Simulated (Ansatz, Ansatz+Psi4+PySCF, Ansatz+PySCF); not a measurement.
| atom | x (Å) | y (Å) | z (Å) |
| --- | --- | --- | --- |
| Be | 0.0000 | 0.0000 | 0.3236 |
| H | 0.0000 | 0.0000 | -1.2943 |

Basis set: cc-pVTZ on H; cc-pCVTZ on Be (spherical functions). All electrons are correlated. Correlation on ROHF uses semicanonical orbitals with singles. Charge 0, multiplicity 2.

Computed with Ansatz (development build ahead of 0.2.0); each method stands on the lowest determinant of its kind that the runs found.

The atomization energy at this shape (free ground-state atoms in the same class of orbitals less the molecule, no zero-point energy) of doublet BeH:

```tsv
method	atomization energy
UHF-CCSD(T)	1.77 eV
ROHF-MP2	1.89 eV
```

Q: What does UHF-MP2 give?

A: 1.99 eV. Caution: the shape is not the minimum.
